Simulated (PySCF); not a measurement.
**Broadened absorption spectrum of [C3H8FO]+**

C3H8FO (charge +1).
Numbering: `[CH3:1][O+:2]([CH3:3])[CH2:4][F:5]` (hydrogens: H6, H7, H8 on C1; H9, H10, H11 on C3; H12, H13 on C4)

Level of theory: TDDFT B3LYP/def2-SVPD, vertical, gas phase, core orbitals frozen in the response (PySCF). Geometry: GFN2-xTB, one conformer, isolated ion. Torsions of this conformer, `[CH3:1][O+:2]([CH3:3])[CH2:4][F:5]`: C1–O2–C4–F5 63°.

Each state is given a Gaussian of 0.25 eV full width at half maximum, with ε(max) = 2.175×10⁸ f / Δν̃ (Δν̃ the width in cm⁻¹). The width is an assumption, not a result. The curve ends short of the highest state used, and states not computed would add to its high-energy end.

E (eV), ε (L mol⁻¹ cm⁻¹) and a bar:
```
     9.28          0 
     9.30          0 
     9.32          1 
     9.34          1 
     9.36          2 
     9.38          3 
     9.40          5 
     9.42          7 
     9.44         11 
     9.46         16 
     9.48         21 #
     9.50         29 #
     9.52         37 #
     9.54         46 #
     9.56         55 ##
     9.59         68 ##
     9.61         75 ##
     9.63         79 ##
     9.65         81 ##
     9.67         80 ##
     9.69         76 ##
     9.71         70 ##
     9.73         62 ##
     9.75         53 #
     9.77         44 #
     9.79         35 #
     9.81         27 #
     9.83         20 #
     9.85         14 
     9.87         10 
     9.89          7 
     9.91          4 
     9.94          2 
     9.96          1 
     9.98          1 
    10.00          1 
    10.02          1 
    10.04          2 
    10.06          3 
    10.08          6 
    10.10         11 
    10.12         18 #
    10.14         30 #
    10.16         48 #
    10.18         73 ##
    10.20        108 ###
    10.22        154 ####
    10.24        212 ######
    10.26        283 ########
    10.29        411 ###########
    10.31        508 ##############
    10.33        612 #################
    10.35        721 ####################
    10.37        833 #######################
    10.39        952 ##########################
    10.41       1080 ##############################
```

**Question.** Locate the maxima and give the states behind the curve.

**Answer.** 128 nm (9.65 eV), ε about 81, made up of S1 (67%) and S2 (33%) (ε in L mol⁻¹ cm⁻¹; maxima over ε = 5, shares over 10%). At its high-energy end, 10.41 eV, the curve is still rising (ε about 1100, from S3 and S4). The states used: S1 9.65 eV (f 0.0005); S2 9.66 eV (f 0.0003); S3 10.41 eV (f 0.0068); S4 10.63 eV (f 0.028); S5 10.72 eV (f 0.0000); S6 10.93 eV (f 0.0007); S7 11.00 eV (f 0.026); S8 11.01 eV (f 0.012).

**Question.** Coming from long wavelengths, where does ε first pass 100 L mol⁻¹ cm⁻¹?

**Answer.** At about 122 nm (10.20 eV), 0.54 eV above S1.

**Question.** What would ε be at 9.65 eV, the highest of these maxima, with half the width (0.125 eV)?

**Answer.** About 161 L mol⁻¹ cm⁻¹ against 80.9, a factor of about 2.00; a lone state at its own centre would give exactly 2.

**Question.** Does any computed singlet lie in the visible range?

**Answer.** No computed singlet lies in the visible range (380 to 750 nm); the lowest, at 128 nm, stands 6.39 eV above its violet end (3.26 eV).

Time: 22 s wall. Hardware: x86-64 server, one thread, shared host.
